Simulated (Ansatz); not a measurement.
Relaxation of BFH₅P (8 atoms, charge 0, multiplicity 1), to a largest force component of 0.03 eV/Å in at most 50 steps.

Theory: Ansatz, RKS B3LYP-D4/def2-SVP.

```xyz
8
Properties=species:S:1:pos:R:3:forces:R:3
B 0.100 -0.606 -0.194 -0.12 0.06 -0.21
H -0.102 0.506 1.920 -0.06 1.78 -0.24
H 1.079 0.094 -0.256 0.04 0.06 -0.04
F -1.046 -0.125 -0.663 0.10 0.00 0.03
P 0.155 -2.347 0.604 0.05 -0.41 -0.12
H -0.699 -3.005 -0.330 0.00 -0.02 0.01
H 1.387 -2.746 0.007 -0.01 -0.02 0.00
H -0.090 -0.192 2.090 -0.01 -1.44 0.58
```

Task: Where does it end, and by what steps?

Result: It converged. The force dipped under the threshold on the way, but the program's further checks kept it going. After 25 steps the energy has fallen by 0.177 eV; H8 moved furthest, 0.81 Å.

```json
{"step": "0", "energy less start (eV)": "0.0000", "largest force component (eV/Å)": "1.781", "accepted": "yes"}
{"step": "1", "energy less start (eV)": "-0.1223", "largest force component (eV/Å)": "0.180", "accepted": "yes"}
{"step": "2", "energy less start (eV)": "-0.1547", "largest force component (eV/Å)": "0.327", "accepted": "yes"}
{"step": "3", "energy less start (eV)": "-0.1643", "largest force component (eV/Å)": "0.268", "accepted": "yes"}
{"step": "4", "energy less start (eV)": "-0.1700", "largest force component (eV/Å)": "0.202", "accepted": "yes"}
{"step": "5", "energy less start (eV)": "-0.1723", "largest force component (eV/Å)": "0.109", "accepted": "yes"}
{"step": "6", "energy less start (eV)": "-0.1728", "largest force component (eV/Å)": "0.058", "accepted": "yes"}
{"step": "7", "energy less start (eV)": "-0.1730", "largest force component (eV/Å)": "0.064", "accepted": "yes"}
{"step": "8", "energy less start (eV)": "-0.1734", "largest force component (eV/Å)": "0.039", "accepted": "yes"}
{"step": "9", "energy less start (eV)": "-0.1725", "largest force component (eV/Å)": "0.265", "accepted": "no"}
{"step": "10", "energy less start (eV)": "-0.1738", "largest force component (eV/Å)": "0.014", "accepted": "yes"}
{"step": "11", "energy less start (eV)": "-0.1725", "largest force component (eV/Å)": "0.292", "accepted": "no"}
{"step": "12", "energy less start (eV)": "-0.1739", "largest force component (eV/Å)": "0.068", "accepted": "yes"}
{"step": "13", "energy less start (eV)": "-0.1723", "largest force component (eV/Å)": "0.193", "accepted": "no"}
{"step": "14", "energy less start (eV)": "-0.1745", "largest force component (eV/Å)": "0.030", "accepted": "yes"}
{"step": "15", "energy less start (eV)": "-0.1747", "largest force component (eV/Å)": "0.017", "accepted": "yes"}
{"step": "16", "energy less start (eV)": "-0.1750", "largest force component (eV/Å)": "0.058", "accepted": "yes"}
{"step": "17", "energy less start (eV)": "-0.1751", "largest force component (eV/Å)": "0.112", "accepted": "yes"}
{"step": "18", "energy less start (eV)": "-0.1754", "largest force component (eV/Å)": "0.058", "accepted": "yes"}
{"step": "19", "energy less start (eV)": "-0.1754", "largest force component (eV/Å)": "0.048", "accepted": "yes"}
{"step": "20", "energy less start (eV)": "-0.1758", "largest force component (eV/Å)": "0.017", "accepted": "yes"}
{"step": "21", "energy less start (eV)": "-0.1730", "largest force component (eV/Å)": "0.237", "accepted": "no"}
{"step": "22", "energy less start (eV)": "-0.1760", "largest force component (eV/Å)": "0.081", "accepted": "yes"}
{"step": "23", "energy less start (eV)": "-0.1762", "largest force component (eV/Å)": "0.056", "accepted": "yes"}
{"step": "24", "energy less start (eV)": "-0.1763", "largest force component (eV/Å)": "0.048", "accepted": "yes"}
{"step": "25", "energy less start (eV)": "-0.1765", "largest force component (eV/Å)": "0.027", "accepted": "yes"}
```

```xyz
8
Properties=species:S:1:pos:R:3
B 0.236 -0.747 -0.311
H -0.560 0.813 2.234
H 1.238 -0.092 -0.482
F -0.932 -0.153 -0.519
P 0.307 -2.532 0.389
H -0.770 -3.098 -0.352
H 1.366 -2.994 -0.443
H -0.101 0.381 2.662
```

Whether the end is a true minimum wasn't checked by a vibrational analysis.

Run time: 55 s on 1 thread of Arm Neoverse V1 (shared host), peak memory 0.14 GiB.
